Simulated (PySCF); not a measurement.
Homolysis of single bonds, series SiH2Cl-X. Isolated molecules, 0 K electronic values unless said otherwise. One relaxed conformer stands for each flexible species; it need not be the lowest. Strings in code marks are SMILES.

All values below come from PBE-D3(BJ)/def2-TZVP // B3LYP-D3(BJ)/def2-TZVP in PySCF. 

| species | dipole moment (D) |
|---|---|
| whole molecule (`[SiH3]Cl`) | 1.23 |
| radical fragment (`[SiH2]Br`) | 1.02 |
| radical fragment (`[SiH2]I`) | 0.77 |
| radical fragment (`[SiH2][SiH3]`) | 0.06 |
| radical fragment (`[SH]`) | 0.87 |
| radical fragment (`[CH]=C`) | 0.72 |
